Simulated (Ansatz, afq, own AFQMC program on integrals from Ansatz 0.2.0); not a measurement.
Si, triplet in def2-TZVP, levels against full CI

A free Si atom.

Basis def2-TZVP. Noble-gas cores (and the filled d shells of Ga–Kr and In–Xe) are frozen. Ansatz 0.2.0 and our own AFQMC program on the same integrals; the CISD trial comes from CCSD amplitudes, and released means the phaseless constraint is let go. Uncertainties: one standard error, sampling alone.

Determinant: UHF, the one that the program's search chose, which needn't be the lowest solution.

Full CI on the same integrals is exact in this basis and with this determinant's frozen core.

The T1 diagnostic is 0.0116 and the weight of the determinant in the CISD state is 0.931. The ⟨S²⟩ of the determinant is 2.015 and the size of the correlated space is 4 electrons in 32 orbitals.

```csv
level,correlation energy (eV)
MP2,-1.4943
CCSD,-2.0009
CCSD(T),-2.0667
```

(1) Estimate where full CI lies against CCSD(T) on the same integrals.

(1) 22.9 meV below CCSD(T).

Reference: full CI, correlation energy -2.090 eV. The released energy is read at 1.50 1/Eh (meV from the phaseless value at times in 1/Eh: -0.1 ± 0.7 at 0.24, -1.4 ± 0.6 at 0.50, -1 ± 3 at 1.00, -4.7 ± 0.5 at 1.50).

```
         level  E − E(reference) (meV)  share of correlation (%)
       CCSD(T)                    22.9                     98.90
         CCSDT                     2.1                     99.90
      CCSDT(Q)                     0.4                     99.98
   ph-AFQMC/HF              94.2 ± 9.5                     95.49
 ph-AFQMC/CISD               6.6 ± 1.4                     99.68
released AFQMC               2.0 ± 0.5                     99.91
```

CCSDT and higher add their correlation energy to the determinant of the CCSD(T) run, since their own runs factorise the integrals more tightly (a shift of under 2 meV). A walk keeps the symmetry of its determinant, which the program's search chose and which needn't be the lowest solution, so a lower state of the same spin and another symmetry isn't excluded. Released energies are given only where the last usable release times agree within the noise; a slower fall can still hide under it.
